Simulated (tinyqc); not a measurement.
Inside a calculation. Method: extended Hueckel theory, for BH3. One step of it, computed by the program tinyqc.

Problem. Wolfsberg-Helmholz matrix. H_ij = K' S_ij (H_ii + H_jj)/2 for i != j (the diagonal keeps H_ii), with K' = 2.

overlap S:
```
           1B 2s     1B 2px     1B 2py     1B 2pz      2H 1s      3H 1s      4H 1s
1B 2s   1.000000   0.000000   0.000000   0.000000   0.492472   0.492498   0.492498
1B 2px  0.000000   1.000000   0.000000   0.000000   0.534093  -0.266841  -0.266841
1B 2py  0.000000   0.000000   1.000000   0.000000   0.000000   0.462676  -0.462676
1B 2pz  0.000000   0.000000   0.000000   1.000000  -0.019446  -0.019448  -0.019448
2H 1s   0.492472   0.534093   0.000000  -0.019446   1.000000   0.094931   0.094931
3H 1s   0.492498  -0.266841   0.462676  -0.019448   0.094931   1.000000   0.094806
4H 1s   0.492498  -0.266841  -0.462676  -0.019448   0.094931   0.094806   1.000000
```

diagonal H_ii (eV): 1B 2s -15.200000, 1B 2px -8.500000, 1B 2py -8.500000, 1B 2pz -8.500000, 2H 1s -13.600000, 3H 1s -13.600000, 4H 1s -13.600000

K = 2.000000

Give: H.

Solution.

H (eV):
```
          1B 2s   1B 2px   1B 2py  1B 2pz    2H 1s    3H 1s    4H 1s
1B 2s   -15.200    0.000    0.000   0.000  -14.183  -14.184  -14.184
1B 2px    0.000   -8.500    0.000   0.000  -11.803    5.897    5.897
1B 2py    0.000    0.000   -8.500   0.000    0.000  -10.225   10.225
1B 2pz    0.000    0.000    0.000  -8.500    0.430    0.430    0.430
2H 1s   -14.183  -11.803    0.000   0.430  -13.600   -2.582   -2.582
3H 1s   -14.184    5.897  -10.225   0.430   -2.582  -13.600   -2.579
4H 1s   -14.184    5.897   10.225   0.430   -2.582   -2.579  -13.600
```
